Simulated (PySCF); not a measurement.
**PH3S (SMILES [PH3]=S): PBE/STO-6G**

What is the vertical ionisation energy of PH3S at PBE/STO-6G? Input form: a Python script.

The results are computed with PySCF 2.14.0.

11 further runs of the same task are left out: 2 that didn't finish, 9 set aside as unsound or not needed.

**1. The system as given**

PH3S has 5 atoms, charge 0, and is taken as a singlet. SMILES: `[PH3]=S`. The shape is that of a GFN2-xTB optimisation.

Bond lengths: P1–S2 1.914 Å, P1–H3 1.394 Å, P1–H4 1.394 Å, P1–H5 1.394 Å. Angles: S2–P1–H3 118.2°, S2–P1–H4 118.2°, S2–P1–H5 118.2°, H3–P1–H4 99.6°, H3–P1–H5 99.4°, H4–P1–H5 99.4°.

**2. A single-point energy at PBE/STO-6G**

The input, input.py:

```python
from pyscf import gto, dft

mol = gto.Mole()
mol.atom = '''
P      0.014967    -0.012472     0.014475
S      2.384249    -1.778497     2.099977
H     -2.205008     0.872921     1.123518
H     -1.006222    -1.278551    -2.058271
H      0.812034     2.196580    -1.179699
'''
mol.spin = 0
mol.verbose = 3
mol.charge = 0
mol.basis = 'sto-6g'
mol.max_memory = 1860
mol.unit = 'bohr'
mol.build()

mf = dft.RKS(mol)
mf.xc = 'pbe'
mf.conv_tol = 1e-10
mf.grids.level = 5
mf.kernel()
if not mf.converged:
    mf = mf.newton().run(mf.mo_coeff, mf.mo_occ)

etot = mf.e_tot
print('Final energy', etot)
```

Started as:

```
$ OMP_NUM_THREADS=1 python input.py
```

The program printed:

```text
converged SCF energy = -738.281953856236
Final energy -738.2819538562361
```

Run time: 5.7 s. Hardware: 1 thread of Intel Xeon Platinum 8259CL at 2.50GHz (Skylake/Cascade Lake), shared host; peak memory 0.21 GiB.

**3. The doublet cation**

The input, run.py:

```python
from pyscf import gto, dft

mol = gto.Mole()
mol.atom = [
    ('P', (0.007920, -0.006600, 0.007660)),
    ('S', (1.261690, -0.941140, 1.111260)),
    ('H', (-1.166840, 0.461930, 0.594540)),
    ('H', (-0.532470, -0.676580, -1.089190)),
    ('H', (0.429710, 1.162380, -0.624270)),
]
mol.spin = 1
mol.verbose = 3
mol.max_memory = 1860
mol.basis = 'sto-6g'
mol.charge = 1
mol.build()

mf = dft.UKS(mol)
mf.xc = 'pbe'
mf.conv_tol = 1e-10
mf.grids.level = 5
mf.kernel()
if not mf.converged:
    mf = mf.newton().run(mf.mo_coeff, mf.mo_occ)

e_tot = mf.e_tot
print(f'total energy: {e_tot:.8f} hartree')
```

Started as:

```
$ OMP_NUM_THREADS=1 python run.py
```

The program printed:

```text
WARN: HOMO -0.332194458924395 >= LUMO -0.33121462088388

converged SCF energy = -738.085374144  <S^2> = 0.75094915  2S+1 = 2.0009489
total energy: -738.08537414 hartree
```

Wall time 16 s (1 thread of Intel Xeon Platinum 8259CL at 2.50GHz (Skylake/Cascade Lake), shared host); peak memory 0.21 GiB.

**4. Summary of results**

Level: PBE/STO-6G.

| quantity | value |
| --- | --- |
| singlet PH3S: total energy | -738.28195 Eh |
| singlet PH3S: dipole moment | 3.27 D |
| singlet PH3S: HOMO energy | -0.72 eV |
| singlet PH3S: LUMO energy | 5.24 eV |
| singlet PH3S: HOMO–LUMO gap | 5.96 eV |
| doublet cation: total energy | -738.08537 Eh |
| doublet cation: HOMO energy (highest over α and β) | -10.04 eV |
| doublet cation: LUMO energy (lowest over α and β) | -9.91 eV |
| doublet cation: ⟨S²⟩ | 0.751 |
| vertical ionisation energy (to the doublet cation) | 5.349 eV |

Removing an electron at fixed nuclei costs 5.35 eV (123 kcal/mol). The negative HOMO energy of the first species, 0.72 eV, lies 4.63 eV below that difference. In a minimal basis such a difference can be off by several eV, whatever the method.
